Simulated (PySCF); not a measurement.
H₃PS.
SMILES: `[PH3]=S`

Theory: EOM-EE-CCSD/aug-cc-pVDZ in PySCF, restricted Hartree–Fock reference, frozen core, non-relativistic, gas phase, PBE0-D3(BJ)/def2-SVP geometry.

Question: What does EOM-EE-CCSD give for the lowest vertical excitations?

Answer: 
```csv
state,E (eV),λ (nm),"main singles (HF orbitals, share of the singles part)"
singlet 1 (×2),5.30,234,"HOMO→LUMO 42 %, HOMO→LUMO+3 22 %, HOMO→LUMO+7 17 %"
triplet 1 (×2),4.87,255,"HOMO→LUMO 27 %, HOMO→LUMO+3 26 %, HOMO→LUMO+10 22 %"
```

×n marks degenerate levels (orbitals of the first member shown); a last level whose partners the search may have cut is left out.

Question: What is the vertical gap between the lowest excited singlet and the lowest triplet?

Answer: 5.30 − 4.87 = 0.43 eV (41 kJ/mol).

The first EOM-IP-CCSD ionisation energy is 9.13 eV, 3.83 eV above the singlet.

T1 diagnostic 0.014. EOM-CCSD puts states of mainly double-excitation character too high. An iterative search for so few roots can pass over a low state.

Time: 35 s of wall time; peak memory 0.45 GiB. Hardware: Intel Xeon Platinum 8488C, one thread, shared host with 96 logical CPUs at a one-minute load of 49.
